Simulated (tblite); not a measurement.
# C2H5F: the cost of one run

Computed with tblite 0.8.0 and PySCF 2.14.0; each step states its level. No surroundings beyond the atoms listed, unless a continuum is named. Atoms count from 0, parts from 1.

### Step 1. The system as given

8 atoms, charge 0, multiplicity 1; geometry: rigid parts in contact. Parts: 1 = atoms 0–1, `F`, charge 0; 2 = atoms 2–7, `C=C`, charge 0.

### Step 2. Search for minima with GFN2-xTB

The job: settings as JSON, then the geometry in Å.

```
{"job": {"kind": "dock", "xc": "GFN2-xTB", "basis": "xTB"}, "charge": 0, "multiplicity": 1, "parts": [{"atoms": "0-1", "charge": 0, "multiplicity": 1}, {"atoms": "2-7", "charge": 0, "multiplicity": 1}]}
F      0.466219     0.003006    -0.002295
H     -0.466219    -0.003006     0.002295
C     -2.689249     1.480441    -0.584499
C     -3.772823     0.842758    -0.974338
H     -2.416329     2.442085    -0.987379
H     -2.022023     1.072494     0.157200
H     -4.045869    -0.118618    -0.570967
H     -4.439953     1.250698    -1.715918
```

Level: GFN2-xTB search for minima from random contacts, gas phase.

Command:

```
> OMP_NUM_THREADS=1 python cluster_run.py task.json out
```

This one command runs all jobs of the session in turn.

**Question.** How long does this first job take on 1 thread of Intel Xeon Platinum 8259CL at 2.50GHz, shared host?

About 4.1 s.
